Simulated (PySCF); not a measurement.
# C, C⁺: ionisation energy in aug-cc-pVDZ

Each state of carbon is computed at each level; their differences give the ionisation energy. How far do the methods differ?

Program: PySCF 2.14.0. Level of theory: unrestricted determinants in a Gaussian basis, no spin-orbit coupling in the energies. These are calculated values, not measurements, unless marked.

## Step 1: The system

- Element: carbon (Z = 6)
- Basis: aug-cc-pVDZ
- Hamiltonian: no relativity, point nucleus
- State 1: C: [He] 2s2 2p2, high-spin 3P determinant
- State 2: C⁺: [He] 2s2 2p1, 2P determinant
- Methods: UHF, TPSS, B3LYP, MP2, CCSD(T)
- Core shells frozen in the correlated runs: valence: 1s2 (for C)

The outer shells:

C [He] 2s2 2p2
```
[He] core
2s [↑↓]
2p [↑ ][↑ ][  ]
```

C+ [He] 2s2 2p1
```
[He] core
2s [↑↓]
2p [↑ ][  ][  ]
```

One driver process ran all states and methods and kept the integrals in memory. Each run is shown as a PySCF script that sums up its settings (the driver passes frozen orbitals as a list and adds second-order terms of double hybrids); the logs are those of the runs themselves. The driver starts from symmetry-adapted Hartree-Fock orbitals, holds the occupation by maximum overlap and uses a logarithmic radial grid for functionals, so a plain start would take other cycles.

The driver's launch:

```
OMP_NUM_THREADS=1 python atomrun2.py TASK.json OUT
```

The integrals over 23 functions and the set-up took 0.02 s of CPU time.

## Step 2: C

UHF:

input.py reads:

```python
from pyscf import gto, scf, dft, mp, cc
import basis_set_exchange as bse
mol = gto.M(atom="C 0 0 0", charge=0, spin=2, symmetry="D2h",
            basis=gto.basis.parse(bse.get_basis("aug-cc-pVDZ", elements=["C"], fmt="nwchem", header=False)))
mf = scf.UHF(mol)
mf.irrep_nelec = {'Ag': (2, 2), 'B1u': (1, 0), 'B2u': (1, 0)}
mf.kernel()
```

TPSS:

input.py differs from the last one in:

```diff
@@ -4,3 +4,3 @@
             basis=gto.basis.parse(bse.get_basis("aug-cc-pVDZ", elements=["C"], fmt="nwchem", header=False)))
-mf = scf.UHF(mol)
+mf = dft.UKS(mol, xc="TPSS")
 mf.irrep_nelec = {'Ag': (2, 2), 'B1u': (1, 0), 'B2u': (1, 0)}
```

B3LYP:

input.py differs from the last one in:

```diff
@@ -4,3 +4,3 @@
             basis=gto.basis.parse(bse.get_basis("aug-cc-pVDZ", elements=["C"], fmt="nwchem", header=False)))
-mf = dft.UKS(mol, xc="TPSS")
+mf = dft.UKS(mol, xc="B3LYP")
 mf.irrep_nelec = {'Ag': (2, 2), 'B1u': (1, 0), 'B2u': (1, 0)}
```

MP2 (valence):

input.py differs from the last one in:

```diff
@@ -4,4 +4,5 @@
             basis=gto.basis.parse(bse.get_basis("aug-cc-pVDZ", elements=["C"], fmt="nwchem", header=False)))
-mf = dft.UKS(mol, xc="B3LYP")
+mf = scf.UHF(mol)
 mf.irrep_nelec = {'Ag': (2, 2), 'B1u': (1, 0), 'B2u': (1, 0)}
 mf.kernel()
+mp.UMP2(mf, frozen=1).kernel()
```

CCSD(T) (valence):

input.py differs from the last one in:

```diff
@@ -7,2 +7,3 @@
 mf.kernel()
-mp.UMP2(mf, frozen=1).kernel()
+mycc = cc.CCSD(mf, frozen=1).run()
+mycc.ccsd_t()
```

## Step 3: C⁺: the ladder of methods

UHF:

input.py reads:

```python
from pyscf import gto, scf, dft, mp, cc
import basis_set_exchange as bse
mol = gto.M(atom="C 0 0 0", charge=1, spin=1, symmetry="D2h",
            basis=gto.basis.parse(bse.get_basis("aug-cc-pVDZ", elements=["C"], fmt="nwchem", header=False)))
mf = scf.UHF(mol)
mf.irrep_nelec = {'Ag': (2, 2), 'B2u': (1, 0)}
mf.kernel()
```

TPSS:

input.py differs from the last one in:

```diff
@@ -4,3 +4,3 @@
             basis=gto.basis.parse(bse.get_basis("aug-cc-pVDZ", elements=["C"], fmt="nwchem", header=False)))
-mf = scf.UHF(mol)
+mf = dft.UKS(mol, xc="TPSS")
 mf.irrep_nelec = {'Ag': (2, 2), 'B2u': (1, 0)}
```

B3LYP:

input.py differs from the last one in:

```diff
@@ -4,3 +4,3 @@
             basis=gto.basis.parse(bse.get_basis("aug-cc-pVDZ", elements=["C"], fmt="nwchem", header=False)))
-mf = dft.UKS(mol, xc="TPSS")
+mf = dft.UKS(mol, xc="B3LYP")
 mf.irrep_nelec = {'Ag': (2, 2), 'B2u': (1, 0)}
```

MP2 (valence):

input.py differs from the last one in:

```diff
@@ -4,4 +4,5 @@
             basis=gto.basis.parse(bse.get_basis("aug-cc-pVDZ", elements=["C"], fmt="nwchem", header=False)))
-mf = dft.UKS(mol, xc="B3LYP")
+mf = scf.UHF(mol)
 mf.irrep_nelec = {'Ag': (2, 2), 'B2u': (1, 0)}
 mf.kernel()
+mp.UMP2(mf, frozen=1).kernel()
```

CCSD(T) (valence):

input.py differs from the last one in:

```diff
@@ -7,2 +7,3 @@
 mf.kernel()
-mp.UMP2(mf, frozen=1).kernel()
+mycc = cc.CCSD(mf, frozen=1).run()
+mycc.ccsd_t()
```

What does the calculation give?

As calculated:

| quantity | value |
| --- | --- |
| ionisation energy, C | UHF 10.817, CCSD(T) (valence) 11.066 eV; reference 11.262 |

Each level's miss and price (over 1 difference):

| method | mean absolute miss against the measured value (with the measured fine structure taken into account where it is known) (eV) | CPU time, both states (s) |
| --- | --- | --- |
| UHF | 0.445 | 0.08 |
| TPSS | 0.210 | 0.29 |
| B3LYP | 0.307 | 0.15 |
| MP2 (valence) | 0.117 | 0.08 |
| SCS-MP2 (valence) | 0.226 | 0.08 |
| CCSD (valence) | 0.211 |  |
| CCSD(T) (valence) | 0.196 | 0.29 |

In words: MP2 (valence) lands nearest to the measured value (off by 0.12 eV); UHF misses by most (0.45 eV). In a finite basis a lower level can come nearest by cancelling errors. Hartree-Fock falls short because the species with more electrons holds more correlation energy, which it lacks. The basis is finite, and no extrapolation was made. The dearest level timed, TPSS, costs 3.6 times the cheapest, UHF, and differs from the measured value (with the measured fine structure taken into account where it is known) by 0.21 against 0.45 eV.
